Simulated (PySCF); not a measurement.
Numbering as in the mapped SMILES `[CH2:1]=[CH:2][C:3](=[O:4])[F:5]` (H(Xn): hydrogen on atom n). Ha(C1) is cis to C3; Hb(C1) is trans to C3.

GIAO PBE0/pcSseg-1 shifts (PySCF, gas phase, non-relativistic, equivalent atoms averaged), each against references optimised in the same way as the molecule (TMS, H2O, CFCl3).

On the GFN2-xTB geometry: C3 165.5, C1 149.9, C2 131.8, O4 429.5, F5 47.7, Ha(C1) 7.28, Hb(C1) 6.63, H(C2) 6.30 ppm.

Q: What changes on the GFN2-xTB geometry?

A: 
| atoms | δ (ppm) | change |
| --- | --- | --- |
| C3 | 165.5 | +0.0 |
| C1 | 149.9 | +0.0 |
| C2 | 131.8 | +0.0 |
| O4 | 429.5 | +0.0 |
| F5 | 47.7 | +0.0 |
| Ha(C1) | 7.28 | +0.00 |
| Hb(C1) | 6.63 | +0.00 |
| H(C2) | 6.30 | +0.00 |

Unscaled 19F shifts against computed CFCl3 carry errors that often reach 10 to 50 ppm.

Bonds between heavy atoms that differ most (equivalent bonds averaged): C1–C2 1.328 → 1.328 Å. Mean change of bonds to hydrogen: C–H +0.000 Å.
